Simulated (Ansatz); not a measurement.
`C#CCOCC` + H₂ → `C#CCOC` + CH₄ at 700 K and 1 bar (hydrogenolysis of a C–C bond).

Computed with Ansatz on PBE0-D4/def2-TZVP structures; ΔE is electronic, products minus reactants. CCSD(T)/CBS is the MP2 limit (def2-TZVPP, def2-QZVPP) plus CCSD(T) − MP2 in def2-TZVPP, frozen cores. This one scheme is used for every species. Each species was taken in one conformer, which may not be the lowest.

| species | CCSD(T)/CBS energy (Eh) | H − E (kJ/mol) | S (J/(mol·K)) |
| --- | --- | --- | --- |
| `C#CCOCC` | -270.16491 | 396.4 | 479.6 |
| H₂ | -1.17544 | 46.8 | 155.3 |
| `C#CCOC` | -230.89724 | 304.5 | 422.1 |
| CH₄ | -40.46206 | 145.9 | 224.0 |

H − E and S are ideal-gas, rigid-rotor, harmonic terms from PBE0-D4/def2-TZVP, for one conformer and one mirror image of each species. For small species the MP2-based limit differs from directly extrapolated CCSD(T) by up to some mEh (0.8 for H₂); such offsets cancel only in part. 1 Eh = 2625.50 kJ/mol, R = 8.31446 J/(mol·K).

Q: By hand: ΔE, ΔH, ΔS and ΔG.

A: ΔE = (-230.89724) + (-40.46206) − (-270.16491) − (-1.17544) = -0.01895 Eh = -49.8 kJ/mol. Δ(H − E) = 304.5 + 145.9 − 396.4 − 46.8 = 7.2, so ΔH = -42.6 kJ/mol. ΔS = 422.1 + 224.0 − 479.6 − 155.3 = 11.2 J/(mol·K). ΔG = -42.6 − 700 × (11.2)/1000 = -50.4 kJ/mol.

Q: By hand: the equilibrium constant, and the temperature at which ΔG would vanish if ΔH and ΔS stayed fixed.

A: log₁₀ K = −ΔG/(RT ln 10) = 3.8. ΔH and −TΔS have one sign here, so there is no such temperature.

The number of gas molecules stays the same, so ΔS is small and ΔH decides. A doubt of 5 kJ/mol in ΔE shifts log₁₀ K by 0.4 here. Other conformers and mirror images would add mixing entropy, several J/(mol·K) or more a flexible species. These are equilibria of isolated gas molecules and say nothing of rates. Largest T1 diagnostic: 0.011 (customary marks: 0.02 for closed shells, 0.045 for open ones).

ΔS is within the doubt of such terms, so its sign, and with it that verdict, could turn.
